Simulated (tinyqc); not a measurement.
CIS and TDHF on RHF in the sto-3g basis, frozen core, for H2O, spin multiplicity 1, step by step. One step of it, computed by the program tinyqc.

Question. CIS matrix, singlets. A(ia,jb) = (e_a - e_i) d_ij d_ab + 2 (ia|jb) - (ij|ab).

orbital energies (hartree): [-20.246725, -1.206459, -0.565410, -0.417391, -0.380168, 0.467643, 0.631452]

Two-electron integrals over orbitals (pq|rs), unique and non-zero (hartree); the lowest 1 orbital is frozen and left out:
```
(22|22) 0.721836    (32|22) -0.004526   (32|32) 0.133219    (33|22) 0.614693
(33|32) 0.001956    (33|33) 0.595360    (42|22) -0.020123   (42|32) -0.002334
(42|33) 0.004375    (42|42) 0.129918    (43|22) -0.008009   (43|32) 0.028070
(43|33) -0.004129   (43|42) 0.007864    (43|43) 0.052957    (44|22) 0.669990
(44|32) 0.008192    (44|33) 0.570211    (44|42) -0.098664   (44|43) -0.007765
(44|44) 0.728468    (52|52) 0.149580    (53|52) 0.004204    (53|53) 0.026451
(54|52) -0.042559   (54|53) -0.002239   (54|54) 0.049277    (55|22) 0.753045
(55|32) 0.004823    (55|33) 0.601780    (55|42) -0.075097   (55|43) -0.010188
(55|44) 0.704442    (55|55) 0.880159    (62|22) -0.129537   (62|32) -0.009639
(62|33) -0.062919   (62|42) -0.030804   (62|43) 0.003842    (62|44) -0.071303
(62|55) -0.143028   (62|62) 0.093365    (63|22) -0.026112   (63|32) 0.042231
(63|33) -0.014949   (63|42) 0.009074    (63|43) 0.038430    (63|44) -0.015932
(63|55) -0.028948   (63|62) 0.012486    (63|63) 0.081577    (64|22) -0.120553
(64|32) 0.009030    (64|33) -0.045315   (64|42) 0.037096    (64|43) 0.009142
(64|44) -0.128555   (64|55) -0.139781   (64|62) 0.061899    (64|63) 0.023261
(64|64) 0.088556    (65|52) -0.053285   (65|53) -0.004476   (65|54) -0.004211
(65|65) 0.034600    (66|22) 0.584830    (66|32) 0.022764    (66|33) 0.546963
(66|42) 0.051219    (66|43) 0.016555    (66|44) 0.539829    (66|55) 0.570133
(66|62) -0.085779   (66|63) 0.012604    (66|64) -0.044906   (66|66) 0.582008
(72|22) -0.024936   (72|32) 0.052522    (72|33) -0.006768   (72|42) 0.000806
(72|43) -0.027835   (72|44) -0.017151   (72|55) -0.026431   (72|62) 0.005478
(72|63) -0.027977   (72|64) 0.012507    (72|66) -0.013926   (72|72) 0.069270
(73|22) 0.161081    (73|32) 0.014598    (73|33) 0.088092    (73|42) -0.071285
(73|43) -0.001357   (73|44) 0.151422    (73|55) 0.199570    (73|62) -0.069551
(73|63) -0.008572   (73|64) -0.089964   (73|66) 0.045348    (73|72) -0.016248
(73|73) 0.154575    (74|22) -0.004996   (74|32) -0.069795   (74|33) -0.004417
(74|42) -0.001188   (74|43) -0.008264   (74|44) -0.010816   (74|55) -0.008859
(74|62) 0.009800    (74|63) -0.051255   (74|64) -0.004569   (74|66) -0.020538
(74|72) -0.016504   (74|73) -0.015772   (74|74) 0.066165    (75|52) -0.009409
(75|53) 0.023521    (75|54) 0.000900    (75|65) 0.001577    (75|75) 0.025959
(76|22) 0.002452    (76|32) -0.087939   (76|33) -0.003429   (76|42) 0.008385
(76|43) -0.057032   (76|44) -0.011176   (76|55) -0.004045   (76|62) -0.002107
(76|63) -0.067678   (76|64) -0.011674   (76|66) -0.026367   (76|72) 0.002438
(76|73) -0.019399   (76|74) 0.054754    (76|76) 0.108965    (77|22) 0.615459
(77|32) -0.026924   (77|33) 0.585610    (77|42) -0.020037   (77|43) -0.019425
(77|44) 0.587553    (77|55) 0.617190    (77|62) -0.062722   (77|63) -0.035498
(77|64) -0.055337   (77|66) 0.540473    (77|72) -0.012172   (77|73) 0.097202
(77|74) 0.014872    (77|76) 0.025799    (77|77) 0.612509
```

Give: CIS matrix A, singlet.

Answer.

CIS matrix A, singlet (hartree), order 2>6, 2>7, 3>6, 3>7, 4>6, 4>7, 5>6, 5>7:
```
[[1.276, 0.009, 0.002, -0.051, 0.073, 0.011, 0.000, 0.000],
 [0.009, 1.361, 0.032, -0.006, 0.017, -0.013, 0.000, 0.000],
 [0.002, 0.032, 0.649, -0.014, 0.030, -0.045, 0.000, 0.000],
 [-0.051, -0.006, -0.014, 0.920, -0.123, -0.012, 0.000, 0.000],
 [0.073, 0.017, 0.030, -0.123, 0.522, 0.002, 0.000, 0.000],
 [0.011, -0.013, -0.045, -0.012, 0.002, 0.594, 0.000, 0.000],
 [0.000, 0.000, 0.000, 0.000, 0.000, 0.000, 0.347, 0.007],
 [0.000, 0.000, 0.000, 0.000, 0.000, 0.000, 0.007, 0.446]]
```
